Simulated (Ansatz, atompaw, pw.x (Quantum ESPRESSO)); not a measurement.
From atom to crystal: PAW (atompaw) potential for Si (Z = 14)

- Element: Si (Z = 14)
- Generator: atompaw 4.2.0.5
- Type: PAW
- Functional: PBE
- Relativity: scalar-relativistic
- Frozen core: [Ne]
- Valence charge: 4
- Reference configuration: 3s2 3p2
- Partial waves: 3s (bound): rc 2.45 bohr; 3s channel at 3.45 Ry: rc 1.65 bohr; 3p (bound): rc 2.45 bohr; 3p channel at 3.15 Ry: rc 2.45 bohr; 3d channel at -0.1 Ry: rc 2.45 bohr
- Local potential: bessel scheme, radius 2.35 bohr
- Core correction: smooth core density matched at 1.80 bohr
- Augmentation charge: gaussian compensation charge, radius 2.05 bohr; PAW radius 2.45 bohr; waves and projectors: custom polynom2 7 10 vanderbiltortho

Crystal test: diamond Si in pw.x 7.5, no spin, 8³ k-points, Fermi–Dirac smearing 0.01 Ry, cutoffs 40/400 Ry. The reference is all-electron LAPW (Ansatz 0.2.0) with the same functional, mesh and smearing; V0 and B0 come from Birch–Murnaghan fits to the pressures at five volumes. Errors are pseudo minus all-electron; Δ is the rms difference of the E(V) curves that follow from these fits, minima aligned, over ±6 % about the mean V0. Mesh and smearing are coarse, so the numbers serve the comparison and aren't converged zero-temperature values; the lattice is a test structure that the element need not adopt.

| V (Å³/atom) | P all-electron (GPa) | P pseudo (GPa) |
| --- | --- | --- |
| 19.440 | 5.01 | 6.62 |
| 19.951 | 2.31 | 3.77 |
| 20.463 | -0.05 | 1.28 |
| 20.975 | -2.12 | -0.90 |
| 21.486 | -3.93 | -2.80 |

All-electron: a0 = 5.469 Å (V0 = 20.45 Å³/atom), B0 = 88.5 GPa.

Pseudopotential: mean pressure error (GPa): +1.35; a0 (Å): 5.496; a0 error (%): +0.49; B0 error (%): -1.3; Δ (meV/atom): 5.9. The largest radius (2.45 bohr) exceeds half the bond length (2.24 bohr), so the spheres overlap, which is one possible source of error among others. This is a poor potential for the solid.

At the middle volume, how do free energy and pressure move when the wave cutoff is lowered (ecutrho held at 400 Ry)?

| cutoff (Ry) | shift of F (meV/atom) | shift of P (GPa) |
| --- | --- | --- |
| 18 | +34.6 | -0.39 |
| 24 | +11.6 | -0.28 |
| 32 | +3.0 | -0.01 |

The run at the middle volume (29 k-points, 9 iterations) took about 8.6 s on one core of a shared host (Intel(R) Xeon(R) 6975P-C, 192 threads, 378 GiB, load 53).
